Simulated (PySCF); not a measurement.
`C[S@@](=O)CF`. Method: PBE0-D3(BJ)/def2-SVP geometry optimisation, gas phase in PySCF 2.14.0.

```
atom  x, y, z in Å
C1    -0.6719    0.5782    1.0407
S2    -0.7834    0.1727   -0.7216
O3    -0.3808    1.3955   -1.4951
C4     0.7472   -0.8578   -0.7584
F5     0.6907   -1.8846    0.1253
H6    -1.5344    1.2157    1.2760
H7    -0.7020   -0.3470    1.6329
H8     0.2622    1.1353    1.2048
H9     0.8378   -1.2312   -1.7908
H10    1.5741   -0.1649   -0.5268
```

Q: What is the longest distance between nuclei?

A: H6···H9, 4.58 Å; the next longest distance is 3.99 Å.

Q: What is the repulsion energy of the bare nuclei, Σ ZA·ZB/RAB?

A: 251.75 Eh over 45 pairs, with full nuclear charges and distances in bohr; the largest single term is 45.10 Eh (S2 with O3).

Q: Where is the centre of mass (commonest isotopes), and what is the radius of gyration?

A: Mass 96.005 u; centre at (-0.174, -0.111, -0.410) Å; Rg = √(Σ m r²/M) = 1.540 Å. As Ia + Ib + Ic = 2 Σ m r², the three principal moments sum to 455.6 u·Å².

Q: How far are the heavy atoms from their best plane (unweighted least squares)?

A: 0.293 Å rms; C1 0.18, S2 0.54, O3 0.19, C4 0.24, F5 0.07 Å (magnitudes).

Q: Give the dihedral angles H8–C1–S2–C4, H6–C1–S2–C4, C1–S2–C4–H9, H6–C1–S2–O3, O3–S2–C4–F5, C1–S2–C4–F5.

A: H8–C1–S2–C4 62° (synclinal); H6–C1–S2–C4 180° (antiperiplanar); C1–S2–C4–H9 179° (antiperiplanar); H6–C1–S2–O3 75° (synclinal); O3–S2–C4–F5 167° (antiperiplanar); C1–S2–C4–F5 57° (synclinal). Dihedral signs follow IUPAC: positive where, seen along the central bond, the front bond turns clockwise onto the rear one.

Q: What are the angles H6–C1–H8, S2–C1–H8, S2–C4–H10, F5–C4–H9, H9–C4–H10?

A: From the scalar product of the two bond vectors; for H6–C1–H8 it is -0.4119 Å² over 1.0980 × 1.0999 Å², cos θ = -0.3410. H6–C1–H8 109.9°; S2–C1–H8 108.1°; S2–C4–H10 105.5°; F5–C4–H9 110.9°; H9–C4–H10 110.4°.

No frequency check. The numbers are those of one conformer.
